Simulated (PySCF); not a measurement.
Gas-phase XPS of `[H]/N=C\C(C)=C\Cl`, computed

C4H6ClN.
SMILES with atom numbers: `[H]/[N:4]=[CH:3]\[C:2]([CH3:1])=[CH:5]\[Cl:6]`

Theory: delta-SCF UKS SCAN, pcX-2 on the ionised atom, pcseg-1 elsewhere, spin-free X2C in PySCF. Vertical ΔSCF values, vacuum level as zero.

Problem. Give the core binding energies atom by atom.

Solution. 
| atom(s) | environment | level | binding energy (eV) | 2p1/2 (eV) | above the level's lowest (eV) | count |
| --- | --- | --- | --- | --- | --- | --- |
| Cl6 | vinyl chlorine | Cl 2p3/2 | 206.59 | 208.24 | 0.00 | 1 |
| C2 | fully substituted alkene carbon | C 1s | 291.12 | – | 0.00 | 1 |
| C1 | allylic carbon | C 1s | 291.25 | – | +0.13 | 1 |
| C5 | vinylic C–Cl carbon | C 1s | 291.95 | – | +0.83 | 1 |
| C3 | imine carbon | C 1s | 291.97 | – | +0.85 | 1 |
| N4 | imine nitrogen | N 1s | 404.20 | – | 0.00 | 1 |
| Cl6 | vinyl chlorine | Cl 1s | 2829.18 | – | 0.00 | 1 |

Lowest listed C 1s: C2, bonded to C (double bond) and 2 C. Highest, 0.85 eV above it: C3, bonded to N (double bond), C and H. Summing the Pauling electronegativity differences to the bonded atoms, each weighted by its formal bond order, gives 0.00 for the lowest site and +0.63 for the highest; no listed site has a larger sum than the highest. The smallest sum, -1.05, belongs to C1, 0.13 eV above the lowest. The values 291.95 and 291.97 eV lie too close for their order to be trusted.

Problem. Which effective nuclear charge Zeff reproduces each element's mean 1s value in the hydrogen-like formula E = 13.606 eV × Zeff²?

Solution. C (Z = 6): mean 291.6 eV, Zeff = 4.63, Z − Zeff = 1.37; N (Z = 7): mean 404.2 eV, Zeff = 5.45, Z − Zeff = 1.55; Cl (Z = 17): mean 2829.2 eV, Zeff = 14.42, Z − Zeff = 2.58. Means run over the listed sites, weighted by atom count.

Problem. Which photon energy gives electrons from C 1s of C3 a kinetic energy of 20 eV, and what is their de Broglie wavelength?

Solution. hν = 291.97 + 20 = 311.97 eV, recoil neglected; λ = 12.264 Å/√(E/eV) = 2.74 Å.

Spin contamination (⟨S²⟩ against 0.75 for a pure doublet) is marked for C 1s of C3 (0.88), which makes this value less certain. 2p3/2 and 2p1/2 are the ΔSCF energy of one spin-free 2p hole plus the eigenvalues of a spin–orbit and ligand-field matrix of the shell. 2p1/2 minus 2p3/2 (ligand field included): Cl 1.65 eV. The structure is a single GFN2-xTB conformer in the gas phase; no vibrational or solvent corrections.

Shape of the structure used: `[H]/[N:4]=[CH:3]\[C:2]([CH3:1])=[CH:5]\[Cl:6]`: C1–C2–C3–N4 0°.
